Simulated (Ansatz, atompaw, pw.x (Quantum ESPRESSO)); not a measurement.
# From atom to crystal: PAW (atompaw) potential for carbon (C)

```
Element                 : carbon
Generator               : atompaw 4.2.0.5
Type                    : PAW
Functional              : LDA (PW92)
Relativity              : scalar-relativistic
Frozen core             : [He]
Valence charge          : 4
Reference configuration : 2s2 2p2
Partial waves           : 2s (bound): rc 2.90 bohr; 2s channel at 3.7 Ry: rc 2.90 bohr; 2p (bound): rc 2.90 bohr; 2p channel at 0.2 Ry: rc 2.90 bohr; 3d channel at 0.1 Ry: rc 2.10 bohr; 3d channel at 0.9 Ry: rc 2.10 bohr
Local potential         : bessel scheme, radius 2.05 bohr
Core correction         : smooth core density matched at 2.60 bohr
Augmentation charge     : besselshape compensation charge, radius 2.20 bohr; PAW radius 2.90 bohr; waves and projectors: custom rrkj gramschmidtortho
```

Crystal test: bcc C in pw.x 7.5, no spin, 18³ k-points, Fermi–Dirac smearing 0.01 Ry, cutoffs 40/400 Ry. The reference is all-electron LAPW (Ansatz 0.2.0) with the same functional, mesh and smearing; V0 and B0 come from Birch–Murnaghan fits to the pressures at five volumes. Errors are pseudo minus all-electron; Δ is the rms difference of the E(V) curves that follow from these fits, minima aligned, over ±6 % about the mean V0. Mesh and smearing are coarse, so the numbers serve the comparison and aren't converged zero-temperature values; the lattice is a test structure that the element need not adopt.

All-electron: a0 = 2.329 Å (V0 = 6.32 Å³/atom), B0 = 221.9 GPa.

Question: How far does the potential miss the all-electron equation of state?

Answer: converged, but broken (pressure over 100 GPa off). The pressure does not cross zero within the volumes sampled, so no fit is given. The largest radius (2.90 bohr) exceeds half the bond length (1.89 bohr), so the spheres overlap, which is one possible source of error among others. A pressure error of this size marks a broken potential; the numbers have no physical meaning.

```json
{"V (Å³/atom)": "5.884", "P all-electron (GPa)": "18.18", "P pseudo (GPa)": "201.97"}
{"V (Å³/atom)": "6.039", "P all-electron (GPa)": "10.98", "P pseudo (GPa)": "183.84"}
{"V (Å³/atom)": "6.194", "P all-electron (GPa)": "4.60", "P pseudo (GPa)": "166.52"}
{"V (Å³/atom)": "6.349", "P all-electron (GPa)": "-1.05", "P pseudo (GPa)": "150.17"}
{"V (Å³/atom)": "6.504", "P all-electron (GPa)": "-6.05", "P pseudo (GPa)": "134.65"}
```

Question: At the middle volume, how do free energy and pressure move when the wave cutoff is lowered (ecutrho held at 400 Ry)?

Answer:

| cutoff (Ry) | shift of F (meV/atom) | shift of P (GPa) |
| --- | --- | --- |
| 18 | +15.7 | -0.40 |
| 24 | +3.4 | -0.46 |
| 32 | +0.9 | -0.06 |

Input at the middle volume:

```
&control
  calculation='scf', prefix='x', pseudo_dir='./', outdir='./tmp', tstress=.true., disk_io='none'
/
&system
  ibrav=0, nat=1, ntyp=1, ecutwfc=40, ecutrho=400, nbnd=9,
  occupations='smearing', smearing='fd', degauss=0.01
/
&electrons
  conv_thr=1e-09, mixing_beta=0.4, electron_maxstep=70
/
ATOMIC_SPECIES
C 1.0 C.UPF
CELL_PARAMETERS angstrom
  -1.15692109 1.15692109 1.15692109
  1.15692109 -1.15692109 1.15692109
  1.15692109 1.15692109 -1.15692109
ATOMIC_POSITIONS crystal
C 0.0000 0.0000 0.0000
K_POINTS automatic
18 18 18 0 0 0
```

```bash
pw.x < C.scf.in > C.scf.out
```

Lines of the output:

```
Message from routine setup:
     using ibrav=0 with symmetry is DISCOURAGED, use correct ibrav instead
     lattice parameter (alat)  =       3.7867  a.u.
     unit-cell volume          =      41.7992 (a.u.)^3
     number of electrons       =         4.00
     number of Kohn-Sham states=            9
     kinetic-energy cutoff     =      40.0000  Ry
     charge density cutoff     =     400.0000  Ry
     scf convergence threshold =      1.0E-09
     Exchange-correlation= SLA PW NOGX NOGC
     number of k points=   195  Fermi-Dirac smearing, width (Ry)=  0.0100
     iteration #  1     ecut=    40.00 Ry     beta= 0.40
     total energy              =     -17.33388125 Ry
     estimated scf accuracy    <       0.04728382 Ry
     iteration #  2     ecut=    40.00 Ry     beta= 0.40
     total energy              =     -17.37502616 Ry
     estimated scf accuracy    <       0.01600283 Ry
     iteration #  3     ecut=    40.00 Ry     beta= 0.40
     total energy              =     -17.37987614 Ry
     estimated scf accuracy    <       0.00013777 Ry
     iteration #  4     ecut=    40.00 Ry     beta= 0.40
     total energy              =     -17.37997294 Ry
     estimated scf accuracy    <       0.00000194 Ry
     iteration #  5     ecut=    40.00 Ry     beta= 0.40
     total energy              =     -17.37998631 Ry
     estimated scf accuracy    <       0.00000042 Ry
     iteration #  6     ecut=    40.00 Ry     beta= 0.40
     the Fermi energy is    11.7524 ev
!    total energy              =     -17.37998732 Ry
     estimated scf accuracy    <          5.1E-10 Ry
     smearing contrib. (-TS)   =      -0.00160104 Ry
     convergence has been achieved in   6 iterations
          total   stress  (Ry/bohr**3)                   (kbar)     P=     1665.16
     Message from routine punch:
     Nothing written, as per user request (disk_io='none')
```

The run at the middle volume (195 k-points, 6 iterations) took about 3.7 s on one core of a shared host (Intel(R) Xeon(R) Platinum 8375C CPU @ 2.90GHz, 128 threads, 992 GiB, load 61).
